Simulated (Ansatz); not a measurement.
# Antimony, A7 rhombohedral: convergence with the k-point mesh

Computed with Ansatz, LDA, scalar-relativistic PAW, on the relaxed cell (a = 4.291 Å, c = 10.976 Å (c/a = 2.558); spin not included). Errors count from a run at 420 eV on a Γ-centred 15×15×15 mesh with Fermi-Dirac smearing of 0.1 eV, extrapolated to zero width. Fixed here: cutoff 420 eV, Fermi-Dirac width 0.1 eV. The SCF starts from atomic densities corrected by a trained network.

```
  k-mesh  E(σ→0) error (meV/atom)  P (GPa)  SCF iterations
   2×2×2                   1081.8     6.30               8
   2×2×2                   1081.8     6.30               8
   3×3×3                    -49.1     1.04               7
   4×4×4                    -19.6     0.09               7
   6×6×6                     -6.1     0.05               7
   7×7×7                     -9.9     0.06               6
10×10×10                     -2.2     0.01               7
13×13×13                     -0.7    -0.01               7
```

Within 5 meV/atom of the last row: from 10×10×10 on.
